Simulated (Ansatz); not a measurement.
# Worked example: correlation energy of H2Al–Al, triplet

Geometry: a point of a stretch scan, not a stationary point.

```xyz
4

Al    0.0000   -0.0429   -1.1793
Al    0.0000   -0.0429    1.3658
H     0.0000    3.7605   -3.0979
H     0.0000   -1.4613   -1.8948
```

Basis 6-31G; Ansatz 0.2.0. Correlated methods freeze the noble-gas cores, which leaves 8 electrons in 20 orbitals. R marks a restricted (for open shells ROHF) determinant, U an unrestricted one.

Full CI is exact within this basis and frozen core; it isn't the basis-set limit. The frozen core follows each run's orbitals, which can shift R against U totals by a few meV.

The cluster runs stand on a determinant 0.37 eV above the lowest UHF solution, chosen by trial CCSD; the correlation energy below is counted from it.

Runs differ by some tens of microhartree through their thresholds and, for an open shell, their frozen cores, so steps under 0.1 kcal/mol mean nothing.

```json
{"level": "UHF determinant under the cluster runs", "total energy (hartree)": "-484.777263"}
{"level": "UMP2", "total energy (hartree)": "-484.839693"}
{"level": "UCCSD", "total energy (hartree)": "-484.868587"}
{"level": "UCCSD(T)", "total energy (hartree)": "-484.871623"}
{"level": "UCCSDT", "total energy (hartree)": "-484.872807"}
{"level": "UCCSDT(Q)", "total energy (hartree)": "-484.873070"}
{"level": "full CI", "total energy (hartree)": "-484.873150"}
```

Problem. What is the correlation energy at full CI, and what share of it do UMP2 and UCCSD(T) recover?

Solution. E(corr) = -484.873150 − (-484.777263) = -0.095887 hartree = -2.609 eV. UMP2: -0.062430 / -0.095887 = 65.11 %. UCCSD(T): -0.094360 / -0.095887 = 98.41 %.

Problem. By how many kcal/mol does UCCSD(T) miss full CI (1 hartree = 627.509 kcal/mol), and which steps make up the rest?

Solution. -484.871623 − (-484.873150) = 0.001527 hartree = 0.96 kcal/mol. Steps: UCCSDT − UCCSD(T) = -0.74, UCCSDT(Q) − UCCSDT = -0.17, full CI − UCCSDT(Q) = -0.05 kcal/mol. With more than one leading determinant such errors change with state and geometry, and needn't cancel in differences.
